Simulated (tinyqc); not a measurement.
Inside a calculation. Method: extended Hueckel theory, for CH2. One step of it, computed by the program tinyqc.

Question. Mulliken analysis. P = C n C^T; charge = valence electrons (H 1, C 4) minus the sum of (P S)_ii on the atom; overlap population = 2 sum P_ij S_ij between two atoms.

coefficients:
```
              MO1        MO2        MO3       MO4        MO5        MO6
1C 2s    0.726807   0.000000  -0.269381  0.000000   0.000000   1.122830
1C 2px   0.000000   0.000000   0.000000  1.000000   0.000000   0.000000
1C 2py   0.000000   0.517830   0.000000  0.000000   1.202152   0.000000
1C 2pz  -0.015972   0.000000   0.917187  0.000000   0.000000   0.587337
2H 1s    0.244093   0.437801   0.140176  0.000000  -0.877628  -0.918579
3H 1s    0.244093  -0.437801   0.140176  0.000000   0.877628  -0.918579
```

occupations: 2.000000  2.000000  2.000000  0.000000  0.000000  0.000000

overlap S:
```
           1C 2s    1C 2px     1C 2py    1C 2pz     2H 1s      3H 1s
1C 2s   1.000000  0.000000   0.000000  0.000000  0.483068   0.483068
1C 2px  0.000000  1.000000   0.000000  0.000000  0.000000   0.000000
1C 2py  0.000000  0.000000   1.000000  0.000000  0.430572  -0.430572
1C 2pz  0.000000  0.000000   0.000000  1.000000  0.224723   0.224723
2H 1s   0.483068  0.000000   0.430572  0.224723  1.000000   0.109411
3H 1s   0.483068  0.000000  -0.430572  0.224723  0.109411   1.000000
```

Give: charges; Overlap populations.

Answer.

charges: 1C -0.1933, 2H 0.0966, 3H 0.0966

Overlap populations:
```
pair      value
2-1    0.772355
3-1    0.772355
3-2   -0.049208
```
